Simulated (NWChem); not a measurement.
System: Li$_{2}$; SMILES [Li][Li]

All runs: NWChem. Geometry: optimised at B3LYP/6-31G* (spherical d). Vertical excitations in the gas phase; the lowest state need not have the same character in each row.

For level B3LYP/def2-SVPD, TDA:

```yaml
oscillator_strength_of_that_lowest_state: 0.657
orbital gap (eV): 2.18
```

Question: How do the values read with level LDA (Slater exchange, VWN5)/def2-SVPD, TDA instead?

Answer: The oscillator strength of that lowest state is 0.636 and the orbital gap (eV) is 1.39.
